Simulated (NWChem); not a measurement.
# A calculation on hydrazine (H$_{4}$N$_{2}$)

SMILES: NN
```xyz
6

N      0.1793    -0.6865     0.0757
N     -0.1793     0.6865     0.0757
H     -0.6482    -1.2350     0.3070
H      0.5101    -1.0127    -0.8368
H      0.6482     1.2350     0.3070
H     -0.5101     1.0127    -0.8368
```
Charge 0, spin multiplicity 1.

Everything below was run with NWChem. The geometry was optimised at B3LYP/def2-SVP, a minimum by its harmonic frequencies. It is one conformer; others weren't searched.

The stability of the SCF solutions was not checked.

Worked example. At LDA (SVWN5)/def2-TZVP the molecule has a total energy of -110.99534 Ha and the free atoms (multiplicities N 4, H 2) N -54.13286, H -0.47834 Ha. The electronic atomisation energy is the atoms' sum less the molecule's energy.

2·(-54.13286) + 4·(-0.47834) = -110.17908 Ha for the atoms; less the molecule's energy this leaves 0.81626 Ha, or 512.2 kcal/mol (2143 kJ/mol), without zero-point, thermal or spin-orbit terms.
